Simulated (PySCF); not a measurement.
HOAl⁺, doublet: the ladder up to RCCSDT

Geometry: that of the HOAl, singlet, kept fixed.

```tsv
atom	x (Å)	y (Å)	z (Å)
Al	0.0000	0.0000	1.4330
O	0.0000	0.0000	-0.2415
H	0.0000	0.0000	-1.1915
```

Basis 6-31G; PySCF 2.14.0. Only valence electrons are correlated (noble-gas cores frozen), which leaves 9 electrons in 18 orbitals. Prefix R: restricted or restricted open-shell reference; prefix U: unrestricted.

Full CI isn't at hand for all of this; RCCSDT serves as the reference. It lacks quadruple excitations, which often exceed the step from CCSD(T) to CCSDT. The frozen core follows each run's orbitals, which can shift R against U totals by a few meV.

```
UHF ⟨S²⟩                          : 0.754
T1 diagnostic (ROHF- or RHF-based CCSD)             : 0.0301
largest doubles amplitude (ROHF- or RHF-based CCSD) : 0.038
T1 diagnostic (UCCSD)             : 0.0268
```

| level | E − E(RCCSDT) (kcal/mol) | share of correlation (%) | wall time |
| --- | --- | --- | --- |
| RHF | 92.78 | 0.00 | – |
| UHF | 92.39 | 0.43 | – |
| RMP2 | 4.66 | 94.98 | – |
| UMP2 | 4.30 | 95.36 | – |
| RCCSD | 2.29 | 97.53 | – |
| UCCSD | 2.30 | 97.52 | – |
| RCCSD(T) | 0.27 | 99.71 | 0.27 s |
| UCCSD(T) | 0.25 | 99.73 | 0.18 s |
| UCCSDT | -0.01 | 100.01 | 3.9 s |

The correlation energy at RCCSDT, counted from RHF, is -4.024 eV. That run took 4.2 s on 1 thread of Arm Neoverse V2, shared host.

Times are those of the correlated step on a shared host, with one SCF added for the restricted CCSD run; they ran on 1 thread of Arm Neoverse V2.
